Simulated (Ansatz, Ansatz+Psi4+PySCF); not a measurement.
```
atom   x (Å)    y (Å)    z (Å)
   C  0.0000   0.0000   0.1743
   H  0.0000   0.8622  -0.5230
   H  0.0000  -0.8622  -0.5230
```

Basis set: cc-pVTZ (spherical functions). Correlated methods keep 1 orbital frozen. Charge 0, multiplicity 1.

Computed with Ansatz (development build ahead of 0.2.0); each method stands on the lowest determinant of its kind that the runs found. Restricted open shells among the atoms or ions are ROHF, correlated in semicanonical orbitals with singles.

(1) Give the atomization energy at this shape (free ground-state atoms in the same class of orbitals less the molecule, no zero-point energy) of singlet CH2 by RHF-CCSD(T), RHF-MP2.

Answers

(1)

| method | atomization energy |
| --- | --- |
| RHF-CCSD(T) | 7.65 eV |
| RHF-MP2 | 7.43 eV |

Caution: another spin multiplicity may lie lower; unrestricted orbitals would lower the determinant.
